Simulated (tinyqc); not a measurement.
Inside a calculation. Method: G0W0 on RHF in the sto-3g basis, for H2O, spin multiplicity 1. One step of it, computed by the program tinyqc.

Task: G0W0 on Hartree-Fock: LUMO. W(p,q,m) = sqrt2 sum_ia (pq|ia) (X+Y)_ia,m; Sigma_c(x) = sum_(i,m) W^2/(x - e_i + w_m) + sum_(a,m) W^2/(x - e_a - w_m); solve x = e_p + Sigma_c(x) by Newton steps; Z = 1/(1 - dSigma/dx); 1 hartree = 27.211386 eV.

orbital energies (hartree): [-20.260566, -1.252429, -0.572086, -0.469871, -0.395033, 0.567703, 0.653173]

Two-electron integrals over orbitals (pq|rs), unique and non-zero (hartree):
```
(11|11) 4.745584    (21|11) -0.419508   (21|21) 0.058876    (22|11) 1.007578
(22|21) -0.013484   (22|22) 0.727187    (31|31) 0.011321    (32|31) 0.017812
(32|32) 0.138647    (33|11) 0.795666    (33|21) -0.004603   (33|22) 0.639444
(33|33) 0.623061    (41|11) 0.187946    (41|21) -0.023637   (41|22) 0.015387
(41|33) 0.006479    (41|41) 0.026618    (42|11) -0.145215   (42|21) 0.009235
(42|22) -0.006110   (42|33) 0.004479    (42|41) 0.017125    (42|42) 0.125868
(43|31) -0.003702   (43|32) 0.020791    (43|43) 0.051603    (44|11) 0.961427
(44|21) -0.012644   (44|22) 0.663377    (44|33) 0.587314    (44|41) -0.009680
(44|42) -0.099288   (44|44) 0.738729    (51|51) 0.026006    (52|51) 0.032612
(52|52) 0.145748    (53|53) 0.028393    (54|51) -0.013682   (54|52) -0.048716
(54|54) 0.054060    (55|11) 1.115347    (55|21) -0.011804   (55|22) 0.748495
(55|33) 0.623741    (55|41) 0.005279    (55|42) -0.078047   (55|44) 0.707986
(55|55) 0.880159    (61|11) -0.215241   (61|21) 0.032803    (61|22) 0.000091
(61|33) 0.000829    (61|41) 0.000787    (61|42) 0.021149    (61|44) -0.018550
(61|55) -0.005672   (61|61) 0.029682    (62|11) 0.291855    (62|21) -0.005950
(62|22) 0.141058    (62|33) 0.077348    (62|41) 0.018869    (62|42) 0.023071
(62|44) 0.071963    (62|55) 0.151762    (62|61) 0.009688    (62|62) 0.101128
(63|31) 0.003452    (63|32) -0.031502   (63|43) -0.029995   (63|63) 0.065520
(64|11) 0.246881    (64|21) -0.003141   (64|22) 0.106148    (64|33) 0.048133
(64|41) 0.000254    (64|42) -0.049894   (64|44) 0.130351    (64|55) 0.133677
(64|61) -0.002502   (64|62) 0.058162    (64|64) 0.086353    (65|51) 0.014209
(65|52) 0.054481    (65|54) 0.001370    (65|65) 0.036924    (66|11) 0.816734
(66|21) -0.007328   (66|22) 0.617525    (66|33) 0.569534    (66|41) 0.019910
(66|42) 0.051193    (66|44) 0.555527    (66|55) 0.594818    (66|61) 0.009531
(66|62) 0.101324    (66|64) 0.049345    (66|66) 0.602447    (71|31) 0.014825
(71|32) 0.021984    (71|43) -0.004973   (71|63) 0.003966    (71|71) 0.019456
(72|31) 0.014123    (72|32) 0.043502    (72|43) -0.036208   (72|63) 0.034353
(72|71) 0.017618    (72|72) 0.063108    (73|11) 0.361829    (73|21) -0.007319
(73|22) 0.141742    (73|33) 0.089604    (73|41) -0.000646   (73|42) -0.083545
(73|44) 0.146007    (73|55) 0.192463    (73|61) -0.006788   (73|62) 0.072479
(73|64) 0.092884    (73|66) 0.041499    (73|73) 0.158445    (74|31) -0.009647
(74|32) -0.078898   (74|43) -0.005023   (74|63) 0.046593    (74|71) -0.012502
(74|72) -0.015147   (74|74) 0.073318    (75|53) 0.023602    (75|75) 0.023718
(76|31) 0.008224    (76|32) 0.089931    (76|43) 0.053019    (76|63) -0.057590
(76|71) 0.010318    (76|72) -0.011257   (76|74) -0.060305   (76|76) 0.109626
(77|11) 0.838734    (77|21) -0.008587   (77|22) 0.614252    (77|33) 0.600577
(77|41) 0.004377    (77|42) -0.011356   (77|44) 0.589849    (77|55) 0.611269
(77|61) -0.003767   (77|62) 0.063905    (77|64) 0.042006    (77|66) 0.564960
(77|73) 0.083090    (77|77) 0.605889
```

excitation energies w (hartree): [1.033950, 1.094614, 1.120503, 1.169534, 1.342478, 1.515382, 2.032268, 2.051782, 20.887553, 20.952629]

X + Y, order 1>6, 1>7, 2>6, 2>7, 3>6, 3>7, 4>6, 4>7, 5>6, 5>7:
```
[[0.000000, 0.000000, 0.000060, 0.000000, 0.000000, 0.001763, 0.000000, -0.001385, 0.998580, 0.000000],
 [0.000000, 0.000000, 0.000000, -0.001851, 0.001206, 0.000000, -0.003365, 0.000000, 0.000000, 0.999071],
 [0.000000, 0.000000, -0.064722, 0.000000, 0.000000, -0.310084, 0.000000, 0.902106, 0.000163, 0.000000],
 [0.000000, 0.000000, 0.000000, -0.095591, -0.040726, 0.000000, 0.965048, 0.000000, 0.000000, 0.000309],
 [0.000000, 0.000000, 0.000000, 0.699861, 0.645939, 0.000000, 0.057901, 0.000000, 0.000000, 0.000041],
 [0.000000, 0.000000, -0.376664, 0.000000, 0.000000, 0.808978, 0.000000, 0.190618, -0.000076, 0.000000],
 [0.000000, 0.000000, 0.896358, 0.000000, 0.000000, 0.275109, 0.000000, 0.104962, -0.000024, 0.000000],
 [0.000000, 0.000000, 0.000000, -0.687208, 0.651506, 0.000000, -0.021010, 0.000000, 0.000000, -0.000128],
 [0.964948, 0.000000, 0.000000, 0.000000, 0.000000, 0.000000, 0.000000, 0.000000, 0.000000, 0.000000],
 [0.000000, 0.978572, 0.000000, 0.000000, 0.000000, 0.000000, 0.000000, 0.000000, 0.000000, 0.000000]]
```

Give: The 12 largest terms at x = e_p; Newton steps; quasiparticle energy of the LUMO; Hartree-Fock value.

Result:

The 12 largest terms at x = e_p (hartree; W for the signs of X + Y given):
```
q  m       W       term
6  8   0.148     -0.011
7  5  -0.108     -0.008
2  8   0.157      0.006
4  6   0.114      0.005
3  5   0.101   4.09e-03
4  8   0.112   4.07e-03
4  3   0.055   1.38e-03
5  1   0.050   1.27e-03
2  6   0.061   1.12e-03
6  3   0.031  -8.67e-04
3  7   0.051   8.15e-04
6  6   0.022  -3.27e-04
```

Newton steps (hartree):
```
step      x  Sigma_c(x)      Z
0     0.568    4.53e-03  0.980
1     0.572    4.44e-03  0.980
2     0.572    4.44e-03  0.980
```

quasiparticle energy of the LUMO = 15.569 eV

Hartree-Fock value = 15.448 eV
